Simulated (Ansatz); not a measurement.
**LiSi (doublet): wave-function methods side by side at distance Si1–Li2 = 4.573 Å, aug-cc-pVDZ**

Aim: climb from Hartree-Fock through coupled cluster and multireference methods for LiSi (doublet) at one geometry and basis, and see what each rung misses.

The runs use Ansatz 0.2.0, Gaussian basis; aug-cc-pVDZ, core rule «outside noble gas», up to 6 orbitals frozen.

The runs, in order: UHF; CCSD(T) on ROHF; CCSD(T) on UHF; BCCD(T) on ROHF; CISD as a restricted active space (open shells left free, so some higher excitations enter); CCSDT(Q) on ROHF; CCSDT(Q) on UHF; CASSCF and MRCISD+Q, 3 electrons in 3 orbitals; CASSCF and NEVPT2, 3 electrons in 3 orbitals; Full CI.

68 further runs of the same task are left out: 40 for a known fault of the program, 21 that didn't finish, 7 set aside as unsound or not needed. Runs told in other sessions of the task aren't counted.

### 1 What is computed

The geometry derives from a PBE0/def2-TZVP stationary point (not a proven minimum). One bond is set to the value named and the two fragments are kept rigid.

2 atoms, charge 0, spin multiplicity 2.

Atoms are counted from 1 here; the program's logs count them from 0.

No contacts short enough for the rule that draws bonds.

### 2 UHF

File in.yaml:

```yaml
crystal:
  periodic: [false, false, false]
  atoms:
    - {symbol: Si, position_ang: [0.000000, 0.000000, 0.000000]}
    - {symbol: Li, position_ang: [0.000000, 0.000000, 4.573000]}
basis:
  gaussian: {orbitals: aug-cc-pVDZ}
magnetization: {spin_polarized: true, initial_magnetization: 1}
hamiltonian: {xc: hf}
output: {orbitals: {seedname: orbitals}}
```

Started as:

```bash
$ ansatz run in.yaml --threads 1 --pin off --events-out ev --progress --plain --max-ram 2393MiB
```

The runs that follow: CCSD(T) on ROHF; CCSD(T) on UHF; BCCD(T) on ROHF; CISD as a restricted active space (open shells left free, so some higher excitations enter); CCSDT(Q) on ROHF; CCSDT(Q) on UHF; CASSCF and MRCISD+Q, 3 electrons in 3 orbitals; CASSCF and NEVPT2, 3 electrons in 3 orbitals; Full CI.

Q: Predict the results of all the runs planned. Wanted: FCI from the RHF energy; RMP2 from FCI; UMP2 from FCI; RCCSD from FCI; RCCSD(T) from FCI; UCCSD(T) from FCI; RCCSDT(Q) from FCI; UCCSDT(Q) from FCI; NEVPT2 pair from FCI.

The runs gave:

| quantity | value |
| --- | --- |
| FCI from the ROHF energy | -3.5050 eV |
| RMP2 from FCI | +1276.6 meV |
| UMP2 from FCI | +651.4 meV |
| RCCSD from FCI | +169.5 meV |
| RCCSD(T) from FCI | +41.3 meV |
| UCCSD(T) from FCI | +52.5 meV |
| RCCSDT(Q) from FCI | -4.8 meV |
| UCCSDT(Q) from FCI | +3.1 meV |
| NEVPT2 pair from FCI | +580.1 meV |
| MRCISD+Q pair from FCI | -56.2 meV |
| levels within 1 kcal/mol (43 meV) | RCCSD(T), RCCSDT, UCCSDT, RCCSDT(Q), UCCSDT(Q) |
| T1 diagnostic | 0.271 |
| effectively unpaired electrons | 2.50 |

In words: RCCSD(T) lands +41.3 meV from the yardstick (1.2 % of the correlation energy). RCCSDT(Q), MRCISD+Q pair fall below full CI, which methods that aren't variational can do. The occupations show strong static correlation (2.5 unpaired electrons where one determinant has 1). Coupled cluster on one determinant still stays close here. Of the multireference levels listed MRCISD+Q pair comes nearest in total energy (-56.2 meV), which doesn't show that its space is the better one. These misses are within one basis, not against nature; the frozen cores of restricted and unrestricted runs differ, which can shift their rows.

Levels on UHF freeze UHF's core orbitals, full CI those of ROHF, so the U rows can settle a little off it for that reason alone.

With open shells the CI space here admits some higher excitations, so it is larger than plain CISD.
